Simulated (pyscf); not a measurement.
H₃C–InH–NH₂ + H₂ → H₃C–InH₂ + NH₃ (four-centre exchange; singlet surface; In–N, H–H broken, H–In, H–N formed). Single points on ωB97X-D3(BJ)/def2-SVP structures (PySCF, gas phase). Energies in kJ/mol from the separated reactants.

| level | barrier | reaction energy |
|---|---|---|
| ωB97X-D3(BJ)/def2-TZVP | 77.2 | +5.2 |
| r²SCAN/def2-TZVP | (withheld) | (withheld) |
| B3LYP-D3(BJ)/def2-TZVP | 76.1 | +2.6 |
| PBE0-D3(BJ)/def2-TZVP | 65.4 | -3.0 |
| ωB97M-D3(BJ)/def2-TZVP | 78.9 | -3.7 |
| HF/def2-TZVP | (withheld) | -19.2 |

Task: Some entries are withheld; supply them.

Result: 
- r²SCAN/def2-TZVP, barrier: 66.0
- r²SCAN/def2-TZVP, reaction energy: +4.4
- HF/def2-TZVP, barrier: 119.1

The functionals in the table span 13.5 kJ/mol in this barrier, from PBE0-D3(BJ) to ωB97M-D3(BJ)/def2-TZVP. On the product side the descent ends in an adduct with a In–N contact (not fully relaxed), 85.9 kJ/mol under the separated species and 157.9 kJ/mol under the saddle at ωB97X-D3(BJ)/def2-TZVP. What is counted as broken (In–N) persists as a longer contact in the product adduct; parting that adduct is a step of its own. At the saddle there is also a short H–In contact that neither side keeps. This is the saddle that the search found; another between the same sides may lie lower. Elements past Kr carry the def2 core potentials, without spin-orbit coupling.
